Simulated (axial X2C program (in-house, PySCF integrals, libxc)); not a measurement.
**N₂: bond constants with and without spin–orbit coupling**

All values were computed with an in-house relativistic program for diatomic molecules. Spin-free means the one-electron spin-free X2C Hamiltonian; two-component (2c) means X2C with spin–orbit coupling and atomic mean-field two-electron Coulomb and Gaunt terms, so the difference of the two also holds small scalar two-electron terms. Basis: N dyall-av3z [7s7p3d2f] (cores contracted in-house); Gaussian nuclei, density fitting, unrestricted open shells. Masses: N 14.003 u.

The run was started with this input:
```json
{"zs": [7, 7], "q": 0, "bas": ["dyall-av3z", "dyall-av3z"], "levels": ["PBE0", "HF", "PBE"], "cc": true, "r0": 1.2, "thr": -2.0, "nmax": 90, "npts": 10, "nst": 2, "ntry": 6}
```
```bash
python so2c.py task.json out
```

Keys: zs atomic numbers; q charge; bas basis sets; levels methods; cc coupled cluster on or off; r0 starting distance in Å; thr threshold in hartree for freezing inner shells (an s shell follows its p shell); nmax most natural virtual spinors; npts points on the curve; nst determinants followed; ntry starts of the search. HF also brings MP2.

State, spin-free: M_S = 0, Λ = 0 (closed shell); electrons by block: σα: 5, σβ: 5, π+α: 1, π+β: 1, π-α: 1, π-β: 1. Fragments: N + N.

State, 2c: Ω = 0 (closed shell); electrons by block: 1/2: 6, -1/2: 6, 3/2: 1, -3/2: 1. Fragments: N + N.

| Hamiltonian | level | Re (Å) | ωe (cm⁻¹) | ωexe (cm⁻¹) | Be (cm⁻¹) | De (eV) | k (mdyn/Å) |
| --- | --- | --- | --- | --- | --- | --- | --- |
| 2c | PBE0 | 1.089 | 2479.8 | 12.3 | 2.029 | 9.76 | 25.4 |
| 2c | HF | 1.066 | 2730.0 | 10.9 | 2.119 | 5.06 | 30.7 |
| 2c | MP2 | 1.113 | 2190.3 | 19 | 1.943 | 10.02 | 19.8 |
| 2c | CCSD | 1.096 | 2419.2 | 13 | 2.003 | 9.12 | 24.1 |
| 2c | CCSD(T) | 1.103 | 2341.6 | 14.1 | 1.978 | 9.49 | 22.6 |
| 2c | PBE | 1.103 | 2349.4 | 13.1 | 1.98 | 10.55 | 22.8 |

Spin-free values that have a 2c row agree with it to the digits that matter (0.001 Å, 0.01 eV) and are not repeated.

Correlated methods: 10 electrons correlated (number of frozen shells: N 1 s), 198 virtual spin orbitals or spinors in MP2, 90 natural virtuals in coupled cluster.

One determinant describes the state; a PBE0 search over occupations chose it and may have missed a lower one. Closed shells are restricted here (equal orbitals for both partners); the stretched side of such a curve lies too high. De is counted from the lowest determinant-based energies of the atoms at the same level, without counterpoise correction. Coupled cluster ran in a truncated set of natural virtual spinors; the MP2 energy of the rest was added. (T) has no such correction and the atoms are truncated less, which lowers De at CCSD(T) by a hundredth of an eV or more.

Rough cost a point (2c) on 1 thread(s) of a shared host, integrals apart: PBE0 0.09 s, CCSD(T) 2 s, PBE 0.08 s.
